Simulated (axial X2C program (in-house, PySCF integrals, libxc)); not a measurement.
# Which molecule gave these maps?

PBE0 fields computed with an in-house all-electron X2C program for linear molecules (integrals from PySCF), with spin–orbit coupling, near the equilibrium distance, one atom at z = 0.

The maps cover the half plane through the axis: z from -2.4 to 3.6 Å along the bond, ρ from 0.15 to 2.25 Å away from it.

log10 of the density in e/bohr³:

```
 ρ\z  -2.4  -1.8  -1.2  -0.6   0.0   0.6   1.2   1.8   2.4   3.0   3.6
0.15  -3.4  -2.4  -1.5  -0.9   1.2  -0.8  -0.7  -1.2  -2.2  -3.3  -4.3
0.45  -3.4  -2.5  -1.6  -1.0  -0.4  -1.0  -1.0  -1.5  -2.4  -3.4  -4.3
0.75  -3.5  -2.6  -1.8  -1.2  -1.0  -1.2  -1.4  -1.9  -2.6  -3.5  -4.4
1.05  -3.7  -2.8  -2.1  -1.5  -1.3  -1.5  -1.9  -2.3  -2.9  -3.8  -4.6
1.35  -3.8  -3.1  -2.4  -1.9  -1.7  -1.9  -2.3  -2.7  -3.3  -4.0  -4.8
1.65  -4.1  -3.3  -2.7  -2.3  -2.1  -2.3  -2.7  -3.1  -3.7  -4.3  -5.1
1.95  -4.3  -3.6  -3.1  -2.7  -2.6  -2.7  -3.1  -3.5  -4.0  -4.7  -5.4
2.25  -4.6  -4.0  -3.5  -3.1  -3.0  -3.2  -3.5  -3.9  -4.4  -5.0  -5.7
```

Electron localisation function (collinear form, no current term, damped to 0 at low density):

```
 ρ\z  -2.4  -1.8  -1.2  -0.6   0.0   0.6   1.2   1.8   2.4   3.0   3.6
0.15  0.05  0.56  0.90  0.15  0.63  0.16  1.00  1.00  0.97  0.29  0.00
0.45  0.04  0.53  0.89  0.65  0.22  0.49  0.98  0.99  0.94  0.19  0.00
0.75  0.03  0.46  0.86  0.93  0.60  0.70  0.87  0.96  0.82  0.07  0.00
1.05  0.01  0.36  0.81  0.93  0.90  0.69  0.60  0.73  0.48  0.02  0.00
1.35  0.01  0.23  0.73  0.89  0.88  0.61  0.36  0.33  0.12  0.00  0.00
1.65  0.00  0.10  0.57  0.80  0.79  0.49  0.20  0.09  0.02  0.00  0.00
1.95  0.00  0.03  0.32  0.63  0.62  0.33  0.10  0.02  0.00  0.00  0.00
2.25  0.00  0.00  0.09  0.32  0.36  0.16  0.03  0.00  0.00  0.00  0.00
```

Axial spin density in 10⁻³ e/bohr³:

```
 ρ\z  -2.4  -1.8  -1.2  -0.6    0.0   0.6   1.2   1.8   2.4  3.0  3.6
0.15  -0.1  -0.6  -3.8  -7.7  266.6   2.2  -6.4  -3.3  -0.3  0.0  0.0
0.45   0.0  -0.3  -1.1   9.6   18.7  19.7   0.6  -1.2  -0.2  0.0  0.0
0.75   0.0   0.0   1.3  18.2   49.9  24.8   3.6   0.0  -0.1  0.0  0.0
1.05   0.0   0.1   1.9  13.5   30.6  16.4   3.4   0.4   0.0  0.0  0.0
1.35   0.0   0.2   1.5   7.1   13.6   8.3   2.2   0.3   0.0  0.0  0.0
1.65   0.0   0.1   0.9   3.3    5.5   3.7   1.2   0.2   0.0  0.0  0.0
1.95   0.0   0.1   0.5   1.4    2.1   1.5   0.6   0.1   0.0  0.0  0.0
2.25   0.0   0.1   0.2   0.6    0.8   0.6   0.2   0.1   0.0  0.0  0.0
```

Task: Which molecule is it?
A. SiO
B. PN
C. PC
D. PH

Result: D. PH, with P at z = 0 and H at z = 1.433 Å, state Ω = 1 (⟨Sz⟩ = 1.00, ⟨Lz⟩ = 0.00 at PBE0), basis P dyall-v3z [8s7p2d1f], H dyall-v3z [6s2p1d] (cores contracted in-house). Occupations by symmetry block were frozen at the best pattern of an incomplete PBE0 search. Density functionals use the spin component along the axis (collinear). With several unpaired electrons one determinant need not be a pure state. Open-shell Ω = 0 determinants with evenly filled partner blocks cannot be reached by this program, so the Ω shown need not be the lowest component. This is the Ω = 1 component of a π² triplet; the 0⁺ component is not one determinant and can lie lowest.
